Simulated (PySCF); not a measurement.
**C4H8: calculation against experiment**

**What was measured.**

From NIST CCCBDB Release 22 (SRD 101), experimental dipoles, for the gas: dipole moment 0.503 ± 0.009 D.

The runs below try to reproduce these values; the comparison stands at the end.

Species: C4H8.
Atom-mapped SMILES: `[CH2:1]=[C:2]([CH3:3])[CH3:4]` (hydrogens: H5, H6 on C1; H7, H8, H9 on C3; H10, H11, H12 on C4)

Structure used (GFN2-xTB), in Å, numbered top down from 1:
```
atom  x, y, z in Å
C1     1.3567   -0.5940    0.4212
C2     0.1919   -0.0839    0.0582
C3    -1.1156   -0.7069    0.4443
C4     0.0814    1.1594   -0.7713
H5     2.2910   -0.1392    0.1382
H6     1.4255   -1.4878    1.0178
H7    -1.7164    0.0015    1.0143
H8    -0.9628   -1.5991    1.0457
H9    -1.6806   -0.9776   -0.4475
H10    1.0625    1.5587   -1.0139
H11   -0.4496    0.9468   -1.6988
H12   -0.4829    1.9213   -0.2343
```

The PySCF runs (gas phase, on this GFN2-xTB geometry; no spin–orbit coupling):

```
        level                                                                      job  basis functions  wall time
PBE0/pcSseg-1                                  shieldings, charges and field gradients              108      4.6 s
  B3LYP/pcJ-1  spin–spin couplings from 12 perturbed nuclei, spin–dipole term left out              188      9.2 s
```

Hardware: x86-64 server, one thread, shared host.

## Comparison

**Dipole moment.** Measured: 0.503 D (NIST CCCBDB Release 22 (SRD 101), experimental dipoles).

| level | computed (D) | computed − measured (D) | % (from the printed values) |
| --- | --- | --- | --- |
| PBE0/pcSseg-1 | 0.566 | +0.063 | +13 |
| B3LYP/pcJ-1 | 0.535 | +0.032 | +6 |

Closest is B3LYP/pcJ-1 (+0.032 D), furthest PBE0/pcSseg-1 (+0.063 D); one molecule doesn't rank methods. The computed dipoles belong to one fixed geometry; measured ones are averaged over vibrations unless marked μe. Magnitudes are compared, not signs.

No measured geometry was used, and the causes of the misses weren't examined.
